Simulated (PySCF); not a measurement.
Where the electron goes

3-chloropropanal, C3H5ClO.
SMILES with atom numbers: `[O:1]=[CH:2][CH2:3][CH2:4][Cl:5]` (hydrogens: H6 on C2; H7, H8 on C3; H9, H10 on C4)

Geometry (GFN2-xTB, Å), atoms numbered from 1 in this order:
```xyz
10
C3H5ClO angstrom
O      1.8479    0.7515    0.6285
C      1.4466   -0.1985    0.0214
C      0.0066   -0.4919   -0.2954
C     -0.9246    0.5774    0.2507
Cl    -2.6188    0.1884   -0.1487
H      2.1402   -0.9680   -0.3701
H     -0.0932   -0.5747   -1.3811
H     -0.2416   -1.4714    0.1222
H     -0.7011    1.5503   -0.1860
H     -0.8531    0.6415    1.3360
```

Computed, not measured: TDDFT CAM-B3LYP/def2-SVPD, vertical, gas phase, core orbitals frozen in the response (PySCF 2.14.0, density-fitted response routines).

Frontier orbitals with the atoms that hold most of them (Löwdin shares over 4%, at most four atoms; ? is withheld):

```tsv
orbital	ε (eV)	atoms
HOMO-3	-12.25	O1 32%, C3 22%, C2 13%, H8 9%
HOMO-2	-10.34	Cl5 66%, O1 11%, C4 10%, C3 5%
HOMO-1	-10.09	?
HOMO	?	?
LUMO	0.12	C2 41%, O1 35%, C3 10%, H6 7%
LUMO+1	1.03	C2 22%, Cl5 21%, C3 14%, C4 9%
LUMO+2	1.62	Cl5 64%, C4 17%, C3 5%
```

(1) Give the leading atoms of the HOMO.

(2) Which atoms hold the HOMO-1, and with what shares?

(3) What is the HOMO energy, and the HOMO–LUMO gap?

Results:

(1) O1 (bonded to C) 49%; C2 (bonded to C, O and H) 15%; Cl5 (bonded to C) 13%; C3 (bonded to 2 C and 2 H) 11%. By element: oxygen 49%, carbon 26% or more, chlorine 13%.

(2) Cl5 (bonded to C) 77%; C4 (bonded to C, Cl and 2 H) 14%.

(3) ε(HOMO) = -9.32 eV; the gap is 9.44 eV (0.3468 hartree).

Task: How does S1 compare with the orbital gap of 9.44 eV?

Result: S1 is at 4.40 eV (f = 0.0003), 5.04 eV below the gap, made of HOMO→LUMO (90%), HOMO-2→LUMO (8%). 

Task: One configuration dominates each of S1, S2, S5 and S6. Which, and how do the shares of the two leading atoms of either orbital change from the occupied to the empty one?

Result: 
- S1 (4.40 eV, f 0.0003), HOMO→LUMO (90%): O1 49% → 35%, C2 15% → 41%
- S2 (7.18 eV, f 0.0078), HOMO→LUMO+1 (85%): O1 49% → at most 9%, C2 15% → 22%, Cl5 13% → 21%
- S5 (7.73 eV, f 0.0005), HOMO-2→LUMO (84%): Cl5 66% → at most 7%, O1 11% → 35%, C2 at most 6% → 41%
- S6 (7.77 eV, f 0.0022), HOMO-1→LUMO (95%): Cl5 77% → at most 7%, C4 14% → at most 7%, C2 at most 4% → 41%, O1 at most 4% → 35%

One conformer stands for the species.
